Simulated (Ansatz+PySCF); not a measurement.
The numbers below are computed, except where a source is named.
This PySCF input gave a total energy of -25.09514 hartree.

```python
from pyscf import gto, scf, mp

mol = gto.M(atom="""
B 0.000000 0.000000 -0.313090
H 0.000000 0.000000 1.565450
""", basis='6-31g', charge=0, spin=0)
mf = scf.UHF(mol)
mf.kernel()
pt = mp.MP2(mf, frozen=1).run()
print(mf.e_tot, pt.e_corr, pt.e_tot)
```

Q: Write an input for Ansatz with the same method and basis set.

A:

```yaml
crystal:
  periodic: [false, false, false]
  atoms:
    - { symbol: B, position_ang: [0.0, 0.0, -0.31309] }
    - { symbol: H, position_ang: [0.0, 0.0, 1.56545] }
basis:
  gaussian: { orbitals: "6-31G" }
magnetization:
  spin_polarized: true
hamiltonian:
  xc: hf
correlation:
  method: mp2
  frozen_orbitals: { B: 1, H: 0 }
scf:
  omitted_lower_state_checks: [stability, starts, atomic_configurations, cluster_reference, orbital_swaps, given_window_search, neighbouring_geometries, increment]
```

Ansatz (development build ahead of 0.2.0) gave -25.09513 hartree, 0.03 meV from the first. The reference isn't the lowest determinant (another lies 0.06 eV lower), but the same method gives a higher total on the lower determinant. Caution: bonds are stretched, where a single reference can fail.
